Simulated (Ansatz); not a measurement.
System: water, H2O (charge 0, singlet). 
Geometry from a B3LYP-D3(BJ)/def2-TZVP (Ansatz, a quantum-chemistry and plane-wave program) optimisation:
```xyz
3

O      0.0070     0.0013     0.1167
H     -0.0500     0.7593    -0.4742
H     -0.0062    -0.7700    -0.4592
```

Wanted: vertical triplet-singlet gap (E(triplet) - E(singlet); each state is the SCF solution reached for its spin), in kcal/mol. Cores are frozen in the correlated levels unless marked. UHF or UKS for open shells. Spin-orbit coupling is left out. No relativistic terms. Basis-set limits of correlation are two-point, X^-3; Hartree-Fock from the larger set.

```csv
level,program,vertical triplet-singlet gap (kcal/mol)
HF/aug-cc-pVDZ,Ansatz,137.7
HF/def2-SVPD,Ansatz,146.3
HF/aug-cc-pVTZ,Ansatz,136.8
HF/def2-QZVPPD,Ansatz,139.0
```

Problem. Predict the CCSD(T)/CBS(aug-cc-pVTZ,aug-cc-pVQZ) result (Ansatz).

Solution. 168.5 kcal/mol, so HF/def2-QZVPPD differs from it by -29.5 kcal/mol.
